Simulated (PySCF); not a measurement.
Structure problem from calculated spectra and properties.

Elements present: C, H and O. Monoisotopic mass: 70.0419 u.

- Dipole: 3.24 D [CAM-B3LYP/def2-SVPD]
- Polarisability: 47.9 au [CAM-B3LYP/def2-SVPD]
- XPS: C1s 290.9 (×2), C1s 291.0, C1s 293.3, O1s 537.9 eV [ΔSCF SCAN, pcX-2 on the ionised atom, pcseg-1 elsewhere, spin-free X2C]
- Rotational structure: rotational constants A, B, C: 11.146, 4.862, 3.614 GHz [GFN2-xTB]
- UV, first state: lowest singlet excitation: 4.29 eV (289 nm, f = 0.000) [TDDFT CAM-B3LYP/def2-SVPD]
- UV, strongest line: among the 8 lowest singlet transitions: S7 at 8.39 eV (148 nm, f = 0.056) [TDDFT CAM-B3LYP/def2-SVPD]
- Triplet: lowest triplet excitation (Tamm–Dancoff): 3.76 eV [TDA CAM-B3LYP/def2-SVPD]

Electronic properties: PySCF, gas phase, density fitting. Levels stand in brackets. Isolated species at its GFN2-xTB geometry, gas phase.

**Question.** Which formula fits the mass and the elements?

**Answer.** C4H6O (calculated 70.0419). No other formula that holds each of these elements comes within 0.0003 u with a fitting electron parity and a possible valence count.

**Question.** Propose a structure and show how it fits.

**Answer.** Numbering: `[O:1]=[C:2]1[CH2:3][CH2:4][CH2:5]1`. Its formula, C4H6O, gives 2 degrees of unsaturation: 1 ring and 1 π bond in the structure found. The core levels belong to: C1s 290.9 eV, sp3 carbon next to a carbonyl [C3/C5]; C1s 291.0 eV, four-membered-ring carbon [C4]; C1s 293.3 eV, ketone carbonyl carbon [C2]; O1s 537.9 eV, ketone oxygen [O1]. The hole state at 293.3 eV has ⟨S²⟩ = 0.84 against 0.75, so that value is less sure. The optimised geometry has point group C2v and is an asymmetric top. Structure: `O=C1CCC1` (cyclobutanone). Computed isomers that give other values at the same levels: `O=CC1CC1` (rotational constant A: 16.207 GHz; this holds for the one conformer computed); `C1=COCC1` (core binding energies: C1s 289.9, C1s 291.0, C1s 291.7, C1s 292.2, O1s 538.7 eV); `CC(C)=C=O` (rotational constant A: 8.504 GHz; this holds for the one conformer computed). The assignments are read from this structure; whether some other isomer fits the data as well wasn't checked.
